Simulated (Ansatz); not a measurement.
C4H4OS, SMILES `Oc1ccsc1`. Charge 0, multiplicity 1.

Z-matrix (Å, degrees):
```
C
C 1 1.418
C 1 1.367 2 113.0
O 1 1.355 2 120.0 3 180.0
C 2 1.361 1 111.9 3 -0.0
H 2 1.081 1 123.3 3 -180.0
S 3 1.710 1 110.9 2 -0.0
H 3 1.079 1 128.3 2 -180.0
H 4 0.961 1 109.4 2 180.0
H 5 1.079 2 127.8 1 -180.0
```

**Question.** What are the harmonic wavenumbers in cm⁻¹ at PBE0-D4/def2-TZVP (Ansatz, finite differences of forces, unscaled)? (Best estimate.)

**Answer.** Computed: 268, 317, 399, 473, 560, 633, 658, 682, 775, 868, 887, 899, 978, 1091, 1166, 1216, 1299, 1473, 1507, 1618, 3238, 3259, 3270, 3872.

**Question.** Is this a minimum?

**Answer.** Yes, all 24 modes are real.

**Question.** Give the ideal-gas thermochemistry at 298.15 K and 1 bar (rigid rotor, harmonic oscillator; point group Cs, symmetry number 1).

**Answer.** Zero-point energy 187.9 kJ/mol; H(298) − E = 204.0 kJ/mol; entropy 307.9 J/(mol·K), of which translation 166.3, rotation 111.3, vibration 30.2; G(298) − E = 112.2 kJ/mol.

**Question.** And at 400, 500, 600, 800 and 1000 K?

**Answer.** 
```
T (K)  H − E (kJ/mol)  S (J/mol/K)  G − E (kJ/mol)
  400           214.5        338.1            79.3
  500           227.0        365.8            44.1
  600           241.1        391.5             6.2
  800           272.9        437.2           -76.8
 1000           308.1        476.3          -168.2
```
